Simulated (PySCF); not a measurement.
Molecule: SMILES O[PH](=O)O, H3O3P.

Molfile (atoms numbered from 1):
```
H3O3P
     RDKit          3D

  7  6  0  0  0  0  0  0  0  0999 V2000
    0.5227   -0.6684   -1.4999 O   0  0  0  0  0  0  0  0  0  0  0  0
   -0.1206   -0.3556   -0.2127 P   0  0  0  0  0  5  0  0  0  0  0  0
   -1.0292    0.9758   -0.2124 O   0  0  0  0  0  0  0  0  0  0  0  0
    0.8857   -0.1000    1.0355 O   0  0  0  0  0  0  0  0  0  0  0  0
   -0.9763   -1.3412    0.3228 H   0  0  0  0  0  0  0  0  0  0  0  0
   -0.9823    1.4532    0.6255 H   0  0  0  0  0  0  0  0  0  0  0  0
    1.7984   -0.0560    0.7182 H   0  0  0  0  0  0  0  0  0  0  0  0
  1  2  2  0
  2  3  1  0
  2  4  1  0
  2  5  1  0
  3  6  1  0
  4  7  1  0
M  END
```

Geometry PBE0-D3(BJ)/def2-SVP throughout; GIAO in PySCF, gas phase, one conformer, non-relativistic; equivalent atoms averaged; basis pcSseg-2.

For orientation, LC-wPBE gives these shifts δ (against H2O, H3PO4, TMS at the same level): O1 157.1, O3/O4 121.3, P2 -5.7, H5 7.07, H6/H7 3.42 ppm.

A run gave: O1 161.1, O3/O4 122.3, P2 -5.1, H5 7.21, H6/H7 3.36 ppm (shifts δ (against H2O, H3PO4, TMS at the same level)).

Problem. Which functional was used in that run?
A. PBE0
B. PBE
C. wB97X-D
D. BLYP
E. B3LYP

Solution. C. O1 tells them apart best: wB97X-D gives 161.1, B3LYP gives 174.4, PBE gives 188.2, BLYP gives 187.4, PBE0 gives 171.4 ppm.
